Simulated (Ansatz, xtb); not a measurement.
# Group exchange: CH2ClF + SClO2F → CH2F2 + SCl2O2

Gas-phase species: CH2ClF (chlorofluoromethane) `FCCl`, singlet; SClO2F (sulfuryl chloride fluoride) `O=S(=O)(F)Cl`, singlet; CH2F2 (difluoromethane) `FCF`, singlet; SCl2O2 (sulfuryl chloride) `O=S(=O)(Cl)Cl`, singlet. The partners trade Cl for F: C–Cl and S–F bonds give way to C–F and S–Cl.

Shapes, held fixed at every level: PBE0-D4/def2-TZVP. Programs: Ansatz 0.2.0, xtb 6.7.1, xtb 6.7.1 later snapshot. The zero-point and thermal change to 298 K, harmonic and unscaled (PBE0-D4/def2-TZVP), is +1.1 kJ/mol.

| level | kind | ΔH(298 K) (kJ/mol) | less CCSD(T)/CBS estimate |
| --- | --- | --- | --- |
| GFN1-xTB | semi-empirical | -57.4 | -73.4 |
| SPW92/def2-TZVPP | LDA | +11.5 | -4.5 |
| B3LYP-D4/def2-TZVPP | global hybrid | +8.3 | -7.7 |
| BHLYP-D4/def2-TZVPP | global hybrid | +15.4 | -0.6 |
| r2SCAN0-D4/def2-TZVPP | global hybrid | +17.1 | +1.1 |
| wB97X-V/def2-TZVPP | range-separated hybrid | +21.2 | +5.2 |
| MP2/def2-TZVPP | perturbation theory | +16.6 | +0.6 |
| CCSD(T)/def2-TZVPP | coupled cluster or CI | +17.7 | +1.7 |
| CCSD(T)/CBS estimate | coupled cluster or CI | +16.0 | 0.0 |

The highest level, CCSD(T)/CBS estimate, gives ΔH(298 K) = +16.0 kJ/mol; the levels span -57.4 to +21.2. They disagree on the sign: 8 of 9 are positive. GFN1-xTB strays far from the other rows. The column of differences is taken from that level and isn't an error. No measured value is set beside it here. The CBS estimate extrapolates MP2 from def2-TZVPP and def2-QZVPP and adds CCSD(T) − MP2 in the triple-zeta set, cores frozen.
